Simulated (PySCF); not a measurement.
## Calculated properties of `O=C(CCCl)N` (3-chloropropionamide)

3-chloropropionamide, C3H6ClNO.
Atom-mapped SMILES: `[NH2:1][C:2](=[O:3])[CH2:4][CH2:5][Cl:6]` (hydrogens: H7, H8 on N1; H9, H10 on C4; H11, H12 on C5)

Among its groups: amide and C–Cl bond.

PBE0-D3(BJ)/def2-SVP geometry optimisation, gas phase (PySCF):

```yaml
Rotational_constants_A_B_C: 9.047, 1.185, 1.063 GHz
```

From CAM-B3LYP/def2-SVPD ground state, ΔSCF and vertical TDDFT (core frozen in the response) (PySCF):

```yaml
Dipole_moment: 3.96 D
HOMO_energy: -9.24 eV
LUMO_energy: 0.95 eV
HOMO–LUMO_gap: 10.19 eV
Lowest_singlet_excitation: 5.76 eV (215 nm, f = 0.000)
Strongest_line_among_the_10_lowest_singlet_transitions: S6 at 7.67 eV (162 nm, f = 0.139)
Lowest_triplet_excitation_Tamm–Dancoff: 5.27 eV
Static_isotropic_polarisability: 62.9 au
Vertical_ionisation_energy: 10.10 eV
Electronic_spatial_extent_⟨r²⟩_about_the_centre_of_nuclear_charge: 1000 bohr²
```

**B97-2/pcSseg-2 ground state and GIAO shieldings, non-relativistic (PySCF)**

```yaml
13C_chemical_shifts_computed_TMS_as_zero_by_class: 173.1 (C2), 45.9 (C5), 40.3 (C4) ppm
1H_chemical_shifts_computed_TMS_as_zero_by_class: 4.70 (H7/H8), 3.66 (H11/H12), 2.47 (H9/H10) ppm
Isotropic_shieldings_of_nuclei_other_than_C_and_H_by_class: 152 (N1), -79 (O3), 866 (Cl6) ppm
```

**delta-SCF UKS SCAN, pcX-2 on the ionised atom, pcseg-1 elsewhere, spin-free X2C; 2p3/2 from a spin–orbit splitting computed afterwards within the 2p shell (PySCF)**

```yaml
Core_binding_energies: Cl2p3/2 206.0 (Cl6), C1s 291.5 (C4), C1s 292.4 (C5), C1s 294.2 (C2), N1s 406.4 (N1), O1s 537.3 (O3), Cl1s 2828.6 (Cl6) eV
```

Monoisotopic mass (most abundant isotopes): 107.0138 u.

In wavenumbers S1 is 46400 cm⁻¹ (1 eV = 8065.54 cm⁻¹). The largest Löwdin shares of the HOMO are 0.61 on O3, 0.10 on Cl6, 0.10 on C4 and 0.10 on C2. The polarisability is 9.33 Å³ as a volume (1 au = 0.148185 Å³), or 1.12 au for each of the 56 electrons. The dipole matches unit charges of opposite sign 0.82 Å apart (1 e·Å = 4.8032 D).

One conformer (not necessarily the lowest) at the PBE0-D3(BJ)/def2-SVP geometry, without solvent or vibrations. NMR classes are plain means over equivalent atoms (diastereotopic ones count apart unless rotation or inversion swaps them), as if these changed places fast; in this geometry the members of some classes differ.

For the core-ionisation job (SCAN ΔSCF), hardware: an Arm Neoverse V1 with one thread, no GPU, shared host. Cost: 45 s wall, 0.55 GiB resident at most.

The values belong to the conformer `[NH2:1][C:2](=[O:3])[CH2:4][CH2:5][Cl:6]`: N1–C2–C4–C5 172°, C2–C4–C5–Cl6 178°, H–N1–C2–O3 180°, H–N1–C2–O3 -1°.
